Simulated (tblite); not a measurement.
C4H5NS (charge +1 and doublet state).
SMILES: `CC1=NS[CH][CH+]1`

Computed with GFN2-xTB (tblite): harmonic, unscaled wavenumbers at the GFN2-xTB geometry, gas phase. Errors from tens to a few hundred cm⁻¹ against measured bands are possible. Open shells enter through the occupations alone, without spin polarisation, and single modes of such species can be off by tens of per cent.

Harmonic wavenumbers (cm⁻¹): 47.0, 150.6, 318.8, 375.1, 556.2, 579.7, 598.0, 737.4, 766.2, 823.2, 891.1, 905.2, 925.7, 997.3, 1042.4, 1148.3, 1228.5, 1293.0, 1298.3, 1361.6, 1432.6, 1519.5, 2885.2, 2938.5, 3067.3, 3138.1, 3167.3.

A = 6837, B = 2716, C = 1966 MHz; mass 99.014 u (most abundant isotopes); point group Cs, symmetry number 1; spin multiplicity 2.

**Question.** Zero-point energy?

**Answer.** Half the sum of the wavenumbers: 17096 cm⁻¹ = 204.51 kJ/mol.

**Question.** Give the ideal-gas entropy at 350 K and 1 bar in the rigid-rotor, harmonic-oscillator model (classical rotation).

**Answer.** Translation 169.50, rotation 113.20, vibration 65.55, spin (R ln 2) 5.76: S = 354.0 J/(mol K).

**Question.** And Cp and H(350 K) − H(0)?

**Answer.** Cp = 112.07 J/(mol K), of which vibrations give 78.81 (their classical limit is 27 R = 224.5); H(350 K) − H(0) = 24.03 kJ/mol without the zero-point energy, 12.39 from vibrations.

**Question.** Blend soft modes into free rotors: weight 1/[1 + (100 cm⁻¹/ν̃)⁴] for the oscillator and the rest for a rotor with moment μB/(μ + B), μ = h/(8π²ν), B = 10⁻⁴⁴ kg m². What vibrational entropy results?

**Answer.** 59.37 J/(mol K) in place of 65.55, which changes −T·S at 350 K by +2.16 kJ/mol.

**Question.** Which modes carry the vibrational entropy at 350 K?

**Answer.** 47.0 cm⁻¹: 22.00; 150.6 cm⁻¹: 12.43; 318.8 cm⁻¹: 6.64; 375.1 cm⁻¹: 5.49; 556.2 cm⁻¹: 3.04; 579.7 cm⁻¹: 2.82 J/(mol K); the other 21 give 13.13 together.

Hindered rotation and anharmonicity are outside this model.
